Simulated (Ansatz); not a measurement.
# N₂H₄ (singlet): from Hartree-Fock to the top rungs, cc-pVDZ

An exercise on one series of results from a longer session: the logs are not shown, and one member is left open.

The runs use Ansatz 0.2.0, Gaussian basis; cc-pVDZ, core rule «outside noble gas», up to 2 orbitals frozen.

To be run: UHF; CCSD(T) on RHF; CCSDT(Q) on RHF; CCSDTQ on RHF.

2 further runs of the same task are left out: 2 set aside as unsound or not needed.

## The geometry

The geometry is an MP2(full)/6-31G* stationary point (not a proven minimum).

6 atoms, charge 0, spin multiplicity 1.

Atoms are counted from 1 here; the program's logs count them from 0.

Bond lengths: N1–N2 1.438 Å, N1–H3 1.020 Å, N1–H4 1.016 Å, N2–H5 1.020 Å, N2–H6 1.016 Å. Angles: N2–N1–H3 111.5°, N2–N1–H4 106.4°, H3–N1–H4 107.0°, N1–N2–H5 111.5°, N1–N2–H6 106.4°, H5–N2–H6 107.0°.

Geometry (Å):

```mol
H4N2
  3D, bonds by distance, orders not assigned

  6  5  0  0  0  0  0  0  0  0999 V2000
    0.0000    0.7190   -0.0440 N   0  0
    0.0000   -0.7190   -0.0440 N   0  0
    0.2111    1.0928    0.8816 H   0  0
   -0.9482    1.0050   -0.2704 H   0  0
   -0.2111   -1.0928    0.8816 H   0  0
    0.9482   -1.0050   -0.2704 H   0  0
  1  2  8  0
  1  3  8  0
  1  4  8  0
  2  5  8  0
  2  6  8  0
M  END
```

The first run:

Contents of in.yaml:

```yaml
crystal:
  periodic: [false, false, false]
  atoms:
    - {symbol: N, position_ang: [0.000000, 0.718959, -0.043984]}
    - {symbol: N, position_ang: [0.000000, -0.718959, -0.043984]}
    - {symbol: H, position_ang: [0.211082, 1.092752, 0.881590]}
    - {symbol: H, position_ang: [-0.948214, 1.005026, -0.270375]}
    - {symbol: H, position_ang: [-0.211082, -1.092752, 0.881590]}
    - {symbol: H, position_ang: [0.948214, -1.005026, -0.270375]}
basis:
  gaussian: {orbitals: cc-pVDZ}
magnetization: {spin_polarized: true, initial_magnetization: 0}
hamiltonian: {xc: hf}
output: {orbitals: {seedname: orbitals}}
```

On the command line:

```
$ ansatz run in.yaml --threads 1 --pin off --events-out ev --progress --plain --max-ram 2764MiB --backend cpu
```

Among the steps run: UHF; CCSD(T) on RHF; CCSDT(Q) on RHF; CCSDTQ on RHF.

One of the session's tables, all rows but one given; the rest of the session is left out.

```
   method  from RCCSDTQ (meV)
      RHF            +10498.4
     RMP2              +953.7
    RCCSD              +271.7
 RCCSD(T)               +31.7
   RCCSDT                   ?
RCCSDT(Q)                -1.6
  RCCSDTQ                   0
```

Estimate the missing values for RCCSDT.

The run gave: from RCCSDTQ (meV): +20.5. In the column «from RCCSDTQ (meV)» it lies between RCCSDTQ (0) and RCCSD(T) (+31.7).

With the free atoms at the same levels and basis (separate runs), the atomisation energy is 16.796 eV at RCCSDTQ, 16.774 eV at RCCSD(T), 11.063 eV at RHF.
